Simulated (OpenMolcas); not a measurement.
**BOF (fluoro(oxo)borane): the energy, rung by rung**

BOF has 3 atoms, charge 0, and is taken as a singlet. As SMILES, `O=BF`. The coordinates come from a PBE0-D4/def2-TZVP relaxation.

```xyz
3

O     0.9831   -0.5651    0.4799
B     0.0203   -0.0116    0.0099
F    -1.0034    0.5768   -0.4898
```

Each level gives the energy change with the B2–F3 bond stretched from 1.282 to 1.603 Å (eV). The values are calculated.

```tsv
level	kind	program	value (eV)	less FCI/STO-3G	CPU time (all runs)
HF/STO-3G (restricted)	Hartree–Fock	OpenMolcas	1.69	+0.52	2.9 s
PBE/STO-3G (restricted)	GGA	OpenMolcas	1.32	+0.15	6.9 s
r2SCAN/STO-3G (restricted)	meta-GGA	OpenMolcas	1.46	+0.29	8.6 s
B3LYP/STO-3G (restricted)	global hybrid	OpenMolcas	1.41	+0.24	7.2 s
B2PLYP/STO-3G (restricted)	double hybrid	OpenMolcas	1.43	+0.26	6.4 s
MP2/STO-3G (restricted)	perturbation theory	OpenMolcas	1.41	+0.24	3.2 s
CISD/STO-3G (restricted)	coupled cluster or CI	OpenMolcas	1.24	+0.07	3.4 s
FCI/STO-3G	exact in the basis	OpenMolcas	1.17	0.00	64 s
```

FCI/STO-3G is exact within its basis and frozen core, so for wave-function methods in that basis the difference is their error; functionals converge differently with the basis, so for them it is only a difference. The first shape isn't each level's own minimum. The values span 1.17 to 1.69 eV. All rows use very small basis sets, so none should be taken for the real molecule's value. Times are those of the runs behind each value, whatever else they computed, on shared processors of several kinds: orders of magnitude only.
